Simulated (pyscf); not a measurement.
Multi-bond step: H₂B–Cl (SMILES BCl) + H₂O (SMILES O) → HO–BH–Cl (SMILES OBCl) + H₂ (SMILES [H][H])

Gas phase, singlet surface, charge 0. Bonds broken: B1–H6, H3–O5, O5–H7. Bonds formed: B1–O5, H3–H7, O5–H6. PySCF, gas phase, ωB97X-D3(BJ)/def2-SVP geometries.

Transition state (Å):

```xyz
7

B      0.0341    -0.7429     0.0270
Cl     0.1132     0.1908    -1.5114
H     -0.8229     0.5856     1.8171
H     -0.7689    -1.6455     0.0694
O      0.2908     0.0350     1.2243
H      1.1902    -1.0766     0.5149
H     -0.4285     1.1655     1.2758
```

One imaginary mode, 1763i cm⁻¹; descent along it reached the two sides named, in the forms told below.

```json
[
 {"bond": "B1–H6", "change": "breaks", "reactant side (Å)": "1.211", "saddle": "1.298", "product side": "1.935"},
 {"bond": "H3–O5", "change": "breaks", "reactant side (Å)": "0.972", "saddle": "1.377", "product side": "4.0"},
 {"bond": "O5–H7", "change": "breaks", "reactant side (Å)": "0.972", "saddle": "1.341", "product side": "3.7"},
 {"bond": "B1–O5", "change": "forms", "reactant side (Å)": "1.677", "saddle": "1.451", "product side": "1.345"},
 {"bond": "H3–H7", "change": "forms", "reactant side (Å)": "1.544", "saddle": "0.886", "product side": "0.760"},
 {"bond": "O5–H6", "change": "forms", "reactant side (Å)": "2.273", "saddle": "1.596", "product side": "0.964"}
]
```

Electronic energies relative to the separated reactants (kcal/mol):

```tsv
level	barrier	reaction energy	reverse barrier
ωB97X-D3(BJ)/def2-TZVP	87.6	-31.5	119.1
PBE/def2-TZVP	67.8	-32.3	100.1
r²SCAN/def2-TZVP	73.7	-33.7	107.4
B3LYP-D3(BJ)/def2-TZVP	79.9	-32.2	112.1
PBE0-D3(BJ)/def2-TZVP	79.1	-31.6	110.7
M06-2X/def2-TZVP	86.1	-33.3	119.4
ωB97M-D3(BJ)/def2-TZVP	85.1	-31.8	116.9
HF/def2-TZVP	116.1	-28.5	144.6
```

With ωB97M-D3(BJ)/def2-TZVP energies and thermal terms (ideal gas, 1 atm, RRHO with modes under 100 cm⁻¹ raised to 100, one conformer, R ln 2 for chiral ones without a mode under 150 cm⁻¹), in kcal/mol:

| T (K) | ΔH‡ | ΔG‡ | ΔH | ΔG |
|---|---|---|---|---|
| 298 | 80.2 | 90.1 | -34.0 | -32.0 |
| 600 | 80.5 | 100.2 | -33.3 | -30.2 |
| 900 | 81.4 | 109.9 | -32.5 | -28.9 |
| 1200 | 82.6 | 119.2 | -31.8 | -27.8 |

On the reactant side the descent ends in an adduct with a B–O contact, 14.6 kcal/mol under the separated species and 102.3 kcal/mol under the saddle at ωB97X-D3(BJ)/def2-TZVP. What is counted as formed (B–O) is already present as a longer contact in the reactant adduct; forming that adduct is a step of its own. This saddle turned up in a search for another step; its sides and bond changes are read from the two ends of the descent. The same reactants have a lower exit, to H₂B–OH + HCl (barrier +4.5 kcal/mol at ωB97M-D3(BJ)/def2-TZVP, against +85.1 kcal/mol here). Another saddle between the same species, by other bonds, lies lower (12.5 kcal/mol against 85.1 kcal/mol at ωB97M-D3(BJ)/def2-TZVP).
